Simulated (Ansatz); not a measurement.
**CHSi (doublet): r2SCAN, PBE0 over a scan of the distance Si1–C2, 6-31G**

How well do these functionals follow the top wave-function level for CHSi (doublet) over a scan of the distance Si1–C2?

Method: 6-31G, all electrons in the functionals; program: Ansatz 0.2.0, Gaussian basis.

The runs, in order: r2SCAN, PBE0, at 1.379 Å; 1.517 Å; 1.726 Å; 1.896 Å; 2.088 Å; 2.356 Å; 2.724 Å; 3.157 Å; 3.840 Å; 4.619 Å; 5.809 Å.

33 further runs of the same task are left out: 8 for a known fault of the program, 23 that didn't finish, 2 set aside as unsound or not needed.

## (1) The geometry

The geometry derives from a PBE0/def2-TZVP stationary point (not a proven minimum). One bond is set to the value named and the two fragments are kept rigid.

3 atoms, charge 0, spin multiplicity 2.

Atoms are counted from 1 here; the program's logs count them from 0.

Bond lengths: Si1–C2 1.726 Å, Si1–H3 1.500 Å. Angles: C2–Si1–H3 180.0°.

No dispersion term is added.

The geometry shown and the zero of energy belong to the point 1.726 Å. The yardstick, FCI, and other wave-function levels (R restricted, U unrestricted, valence and pair active spaces) come from earlier runs.

## (2) r2SCAN, 1.379 Å

in.yaml

```yaml
crystal:
  periodic: [false, false, false]
  atoms:
    - {symbol: Si, position_ang: [0.000000, 0.000000, 0.040178]}
    - {symbol: C, position_ang: [0.000000, 0.000000, 1.419178]}
    - {symbol: H, position_ang: [0.000000, 0.000000, -1.459355]}
basis:
  gaussian: {orbitals: 6-31G}
magnetization: {spin_polarized: true, initial_magnetization: 1}
hamiltonian: {xc: {name: r2SCAN}}
```

Started as:

```
ansatz run in.yaml --threads 1 --pin off --events-out ev --progress --plain --max-ram 2393MiB
```

The runs that follow: r2SCAN, 1.517 Å; r2SCAN, 1.726 Å; r2SCAN, 1.896 Å; r2SCAN, 2.088 Å; r2SCAN, 2.356 Å; r2SCAN, 2.724 Å; r2SCAN, 3.157 Å; r2SCAN, 3.840 Å; r2SCAN, 4.619 Å; r2SCAN, 5.809 Å; PBE0, 1.379 Å; PBE0, 1.517 Å; PBE0, 1.726 Å; PBE0, 1.896 Å; PBE0, 2.088 Å; PBE0, 2.356 Å; PBE0, 2.724 Å; PBE0, 3.157 Å; PBE0, 3.840 Å; PBE0, 4.619 Å; PBE0, 5.809 Å.

**Question.** What will the summary of the whole plan be? Wanted: span of the FCI curve; largest miss, r2SCAN; largest miss, PBE0.

The runs gave:

| quantity | value |
| --- | --- |
| span of the FCI curve | 2.624 eV |
| largest miss, r2SCAN | +0.697 eV (5.809 Å) |
| largest miss, PBE0 | +0.448 eV (5.809 Å) |

Of the functionals, PBE0 keep the smallest largest miss at the points compared (at most 0.448 eV) and r2SCAN strays most (0.697 eV, at 5.809 Å). r2SCAN, PBE0 clearly break the spin symmetry at some points (⟨S²⟩ up to 1.00 above the pure value), so energy there is bought with a mixed spin. Functionals and the yardstick converge differently with the basis, so part of each miss in 6-31G is the basis.
